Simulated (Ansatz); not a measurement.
Relaxed structures of SiH₅SO (charge +1), singlet (PBE0-D4/def2-TZVP; forces vanish, vibrations not checked; lower isomers may exist, and structures with a doubtful reference or unclear bonds are left out; Å). Ansatz 0.2.0; basis: def2-TZVPP; cores frozen in the correlated methods.

Rank them by CCSD(T) energy, lowest first, and give each one's height above the lowest. Links in brackets join atoms within 1.22 times the sum of their covalent radii (1.1 for two metals). (An estimate is asked for; the value comes from the calculation.)
A.
SiH₅SO ([OH][SH][SiH3]), total charge +1
```
8
angstrom
Si -0.7833 0.6860 -0.7549
O 0.4229 -1.2248 1.2135
S 1.0953 -0.2305 0.1415
H -1.2653 -0.4329 -1.5821
H -0.1640 1.8137 -1.4788
H -1.5837 1.0284 0.4339
H 1.4243 0.8165 0.9417
H 1.0112 -1.9805 1.3750
```
B.
SiH₅SO ([OH][SiH2][SH2]), total charge +1
```
8
angstrom
Si -0.0467 0.1521 -0.2482
O 1.4462 0.3321 -0.7964
S 0.2928 -0.9513 1.7797
H -0.7973 -0.8424 -1.0244
H -0.7634 1.3421 0.2418
H -0.9758 -1.3747 1.9753
H 1.9856 1.1204 -0.6900
H 0.7034 -2.1248 1.2509
```
C.
SiH₅SO ([SiH3][OH][SH]), total charge +1
```
8
angstrom
Si -0.7279 0.6259 -0.6550
O 0.6444 0.0389 0.3759
S 0.4499 -1.2474 1.5110
H -1.0086 -0.5617 -1.4737
H -0.0501 1.7469 -1.3278
H -1.7603 0.9868 0.3274
H 1.4345 0.5797 0.5355
H 1.0181 -2.1693 0.7067
```

By the calculation: B (0.000 eV), C (2.259 eV), A (2.329 eV). Heights count from the lowest.

T1 diagnostic: at most 0.013.

For scale, one of the runs: CCSD(T)/def2-TZVPP, 185 basis functions, launched by `ansatz run in.yaml --threads 2 --pin off --events-out ev --progress --plain --max-ram 4352MiB`. Hardware: 2 CPU threads of an Arm Neoverse V1, shared host. Wall time 43 s; peak host memory 1.7 GiB.
